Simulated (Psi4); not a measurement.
# One shape, several levels: PH3S (SMILES [PH3]=S)

Wanted: a comparison of 3 runs (HF/STO-3G, PBE/6-31G**, MP2-F12/cc-pVDZ-F12) of PH3S. 

The results are computed with Psi4 1.11.

## (1) The structure to begin with

PH3S has 5 atoms, charge 0, and is taken as a singlet. As SMILES, `[PH3]=S`. The shape is that of a GFN2-xTB optimisation.

Bond lengths: P1–S2 1.914 Å, P1–H3 1.394 Å, P1–H4 1.394 Å, P1–H5 1.394 Å. Angles: S2–P1–H3 118.2°, S2–P1–H4 118.2°, S2–P1–H5 118.2°, H3–P1–H4 99.6°, H3–P1–H5 99.4°, H4–P1–H5 99.4°.

## (2) A single-point energy at HF/STO-3G (run 1)

h3ps.xyz

```xyz
5
H3PS
P      0.007920    -0.006600     0.007660
S      1.261690    -0.941140     1.111260
H     -1.166840     0.461930     0.594540
H     -0.532470    -0.676580    -1.089190
H      0.429710     1.162380    -0.624270
```

h3ps.py

```python
import psi4

psi4.set_memory(1600000000)
psi4.set_num_threads(1)
psi4.set_output_file('psi4.out', False)

with open('h3ps.xyz') as f:
    atoms = ''.join(f.readlines()[2:])
molecule = psi4.geometry('0 1\n' + atoms + 'symmetry c1\nno_reorient\nno_com')

psi4.set_options({
    'basis': 'STO-3G',
    'reference': 'rhf',
    'puream': True,
    'e_convergence': 1e-09,
    'd_convergence': 1e-08,
    'scf_type': 'pk',
})

e, wfn = psi4.energy('hf', molecule=molecule, return_wfn=True)
psi4.oeprop(wfn, 'QUADRUPOLE', 'MULLIKEN_CHARGES', 'DIPOLE')
print(f'total energy {e:.8f} hartree = {e * 27.211386:.5f} eV')
for k, v in sorted(psi4.core.scalar_variables().items()):
    print(f'{k:45s} {v:18.10f}')
```

Started as:

```console
$ python h3ps.py
```

psi4.out:

```text
[...]
  Running in c1 symmetry.
[...]
  Nuclear repulsion =   93.089271308523081
[...]
  Multiplicity = 1
[...]
  Nalpha       = 17
  Nbeta        = 17
[...]
    Number of basis functions: 21
[...]
   @RHF iter   1:  -731.60883603486809   -1.07096e+00   1.57060e-02 DIIS/ADIIS
[...]
   @RHF iter   9:  -731.73062936993085   -1.02318e-12   2.10984e-09 DIIS
[...]
  @RHF Final Energy:  -731.73062936993085
   => Energetics <=
    Nuclear Repulsion Energy =             93.0892713085230810
    One-Electron Energy =               -1203.9611466075509725
    Two-Electron Energy =                 379.1412459290970673
    Total Energy =                       -731.7306293699307389
[...]
 Multipole Moments:
 ------------------------------------------------------------------------------------
     Multipole            Electronic (a.u.)      Nuclear  (a.u.)        Total (a.u.)
 ------------------------------------------------------------------------------------
 L = 1.  Multiply by 2.5417464519 to convert [e a0] to [Debye]
 Dipole X            :        -37.1161783           35.9732801           -1.1428982
 Dipole Y            :         27.7031652          -26.8520823            0.8510829
 Dipole Z            :        -32.7076083           31.7023100           -1.0052982
 Magnitude           :                                                    1.7438988
 L = 2.  Multiply by 1.3450342976 to convert [e a0^2] to [Debye ang]
 Quadrupole XX       :       -118.1724474           97.4915624          -20.6808849
 Quadrupole XY       :         68.6912368          -66.7034502            1.9877866
[...]
```

The script printed:

```text
total energy -731.73062937 hartree = -19911.40460 eV
CURRENT ENERGY                                   -731.7306293699
CURRENT REFERENCE ENERGY                         -731.7306293699
DD SOLVATION ENERGY                                 0.0000000000
HF KINETIC ENERGY                                 723.4153357265
HF POTENTIAL ENERGY                             -1455.1459650964
HF TOTAL ENERGY                                  -731.7306293699
HF VIRIAL RATIO                                     2.0114944946
NUCLEAR REPULSION ENERGY                           93.0892713085
ONE-ELECTRON ENERGY                             -1203.9611466076
PCM POLARIZATION ENERGY                             0.0000000000
PE ENERGY                                           0.0000000000
SCF ITERATION ENERGY                             -731.7306293699
SCF ITERATIONS                                      9.0000000000
SCF TOTAL ENERGY                                 -731.7306293699
TWO-ELECTRON ENERGY                               379.1412459291
```

Run time: 2.9 s. Hardware: 1 thread of AMD EPYC 7R43 (Zen 3), shared host; peak memory 0.18 GiB.

## (3) A single-point energy at PBE/6-31G(d,p) (spherical functions) (run 2)

job.json

```json
{
 "schema_name": "qcschema_input",
 "schema_version": 1,
 "molecule": {
  "schema_name": "qcschema_molecule",
  "schema_version": 2,
  "symbols": ["P", "S", "H", "H", "H"],
  "geometry": [0.01496663, -0.01247219, 0.0144753, 2.38424855, -1.77849684, 2.09997705, -2.20500803, 0.87292119, 1.12351777, -1.00622247, -1.2785509, -2.0582708, 0.81203421, 2.19657985, -1.17969933],
  "molecular_charge": 0,
  "molecular_multiplicity": 1,
  "fix_symmetry": "c1"
 },
 "driver": "energy",
 "model": {
  "method": "pbe",
  "basis": "6-31G**"
 },
 "keywords": {
  "puream": true,
  "e_convergence": 1e-09,
  "d_convergence": 1e-08,
  "scf_type": "pk",
  "dft_radial_points": 99,
  "dft_spherical_points": 590
 }
}
```

Started as:

```console
$ psi4 --qcschema job.json -n 1 --memory 1600MB
```

stdout:

```text
[...]
  Running in c1 symmetry.
[...]
  Nuclear repulsion =   93.089271445823286
[...]
  Multiplicity = 1
[...]
  Nalpha       = 17
  Nbeta        = 17
[...]
    Number of basis functions: 51
[...]
   @RKS iter   1:  -740.85243353687883    1.04466e-01   7.01283e-03 DIIS/ADIIS
[...]
   @RKS iter  10:  -740.95415748953951   -3.41061e-12   2.83633e-09 DIIS
[...]
  @RKS Final Energy:  -740.95415748953951
   => Energetics <=
    Nuclear Repulsion Energy =             93.0892714458232859
    One-Electron Energy =               -1208.8476541827933488
    Two-Electron Energy =                 424.5682489467718028
    DFT Exchange-Correlation Energy =     -49.7640236993411520
    Empirical Dispersion Energy =           0.0000000000000000
    VV10 Nonlocal Energy =                  0.0000000000000000
    Total Energy =                       -740.9541574895395115
[...]
 Multipole Moments:
 ------------------------------------------------------------------------------------
     Multipole            Electronic (a.u.)      Nuclear  (a.u.)        Total (a.u.)
 ------------------------------------------------------------------------------------
 L = 1.  Multiply by 2.5417464519 to convert [e a0] to [Debye]
 Dipole X            :          1.3446838           -2.3073834           -0.9626996
 Dipole Y            :         -1.0058089            1.7230471            0.7172382
 Dipole Z            :          1.1870043           -2.0341519           -0.8471476
 Magnitude           :                                                    1.4693128
[...]
```

The result, in JSON:

```text
{
 "driver": "energy",
 "model": {
  "method": "pbe",
  "basis": "6-31G**"
 },
 "success": true,
 "return_result": -740.9541574895395,
 "properties": {
  "calcinfo_nbasis": 51,
  "calcinfo_nmo": 51,
  "calcinfo_nalpha": 17,
  "calcinfo_nbeta": 17,
  "calcinfo_natom": 5,
  "nuclear_repulsion_energy": 93.08927144582329,
  "return_energy": -740.9541574895395,
  "scf_one_electron_energy": -1208.8476541827933,
  "scf_two_electron_energy": 424.5682489467718,
  "scf_xc_energy": -49.76402369934115,
  "scf_dipole_moment": [-0.9626995991679779, 0.7172381847315574, -0.8471476119411072],
  "scf_total_energy": -740.9541574895395,
  "scf_iterations": 10
 }
}
```

Wall time 11 s (1 thread of AMD EPYC 7R43 (Zen 3), shared host); peak memory 0.58 GiB.

## (4) A single-point energy at MP2-F12/cc-pVDZ-F12 (density fitting, density fitting for correlation) (run 3)

h3ps.in

```
memory 1.6 GB

molecule {
  0 1
  P      0.007920    -0.006600     0.007660
  S      1.261690    -0.941140     1.111260
  H     -1.166840     0.461930     0.594540
  H     -0.532470    -0.676580    -1.089190
  H      0.429710     1.162380    -0.624270
}

set basis cc-pVDZ-F12
set reference rhf
set scf_type df
set freeze_core true

result = energy('mp2-f12')
print_variables()
```

Started as:

```console
$ psi4 h3ps.in h3ps.out -n 1
```

h3ps.out:

```text
[...]
  Running in c1 symmetry.
[...]
  Nuclear repulsion =   93.089271308523081
[...]
  Multiplicity = 1
[...]
  Nalpha       = 17
  Nbeta        = 17
[...]
    Number of basis functions: 105
[...]
   @DF-RHF iter   1:  -739.97568280479913   -5.23047e-02   3.27783e-03 DIIS/ADIIS
[...]
   @DF-RHF iter  11:  -740.05090138703656   -6.48015e-12   2.86370e-09 DIIS
[...]
    Orbital Energies [Eh]
    ---------------------
    Doubly Occupied:
       1A    -91.910184     2A    -80.034880     3A     -8.914500
       4A     -7.571694     5A     -6.596790     6A     -6.592959
       7A     -6.592959     8A     -5.467227     9A     -5.467223
      10A     -5.467009    11A     -1.008251    12A     -0.825060
      13A     -0.597656    14A     -0.597356    15A     -0.504909
      16A     -0.352859    17A     -0.352826
[...]
  @DF-RHF Final Energy:  -740.05090138703656
   => Energetics <=
    Nuclear Repulsion Energy =             93.0892713085230810
    One-Electron Energy =               -1208.5716631714899449
    Two-Electron Energy =                 375.4314904759301044
    Total Energy =                       -740.0509013870366744
[...]
 Multipole Moments:
 ------------------------------------------------------------------------------------
     Multipole            Electronic (a.u.)      Nuclear  (a.u.)        Total (a.u.)
 ------------------------------------------------------------------------------------
 L = 1.  Multiply by 2.5417464519 to convert [e a0] to [Debye]
 Dipole X            :          1.2571555           -2.3073834           -1.0502279
 Dipole Y            :         -0.9407192            1.7230471            0.7823279
 Dipole Z            :          1.1101354           -2.0341520           -0.9240165
 Magnitude           :                                                    1.6027545
[...]
```

Wall time 52 s (1 thread of AMD EPYC 7R43 (Zen 3), shared host); peak memory 1.6 GiB.

## (5) All runs side by side

```
run                                                                   level         integration grid  integrals  energy (Eh)  dipole moment (D)  HOMO energy (eV)  LUMO energy (eV)  wall time
  1                                                               HF/STO-3G                        –         pk  -731.730629               4.43             -4.60             11.91      2.9 s
  2                                       PBE/6-31G** (spherical functions)  99 radial × 590 angular         pk  -740.954157               3.73             -5.73             -0.72       11 s
  3  MP2-F12/cc-pVDZ-F12 (density fitting, density fitting for correlation)                        –         df  -740.444550                  –             -9.60              1.19       52 s
```

## (6) What came out

```
                                           quantity          value
                                run 3: total energy  -740.44455 Eh
         run 3: HOMO energy (Hartree–Fock orbitals)       -9.60 eV
         run 3: LUMO energy (Hartree–Fock orbitals)        1.19 eV
       run 3: HOMO–LUMO gap (Hartree–Fock orbitals)       10.79 eV
run 3: correlation energy (10 core orbitals frozen)     -384.4 mEh
```

**Reading.** In run 1 the basis is minimal, so the values are rough. All runs together took 66 s, the longest 52 s.
